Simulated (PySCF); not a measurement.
Relaxation of doublet AlCl₂

Level of theory: UPBE0 in PySCF with Al def2-TZVP, Cl def2-TZVP; no relativity; density-fitted integrals. A (50,194) grid was used.

A start displaced from a saddle point along its imaginary mode, of C2v symmetry, held to at least that symmetry:

```xyz
3
charge 0 multiplicity 2, angstrom
Al    0.0155    0.1190    0.0000
Cl   -0.0060   -0.0459    2.1500
Cl   -0.0060   -0.0459   -2.1500
```

Optimiser trace:
```
step  E − E(last) (kJ/mol)  largest gradient (Eh/bohr)
   0                 66.87                     0.01096
   1                 55.12                     0.01542
   2                 37.06                     0.01336
   3                 18.44                     0.02392
   4                  8.94                     0.01591
   5                  0.24                     0.00383
   6                  0.07                     0.00221
   7                  0.00                     0.00004
```

It ends at C2v with Al–Cl 2.102 Å (×2); Cl–Al–Cl 119.1°. The frequency run here used a shortcut that can spoil soft modes, so no verdict on minimum or saddle point is given.

Final geometry:
Z-matrix (Å, degrees; charge 0 multiplicity 2):
```
Al
Cl 1 2.1023
Cl 1 2.1023 2 119.05
```

The relaxation took of the order of 40 core-seconds on a shared host.
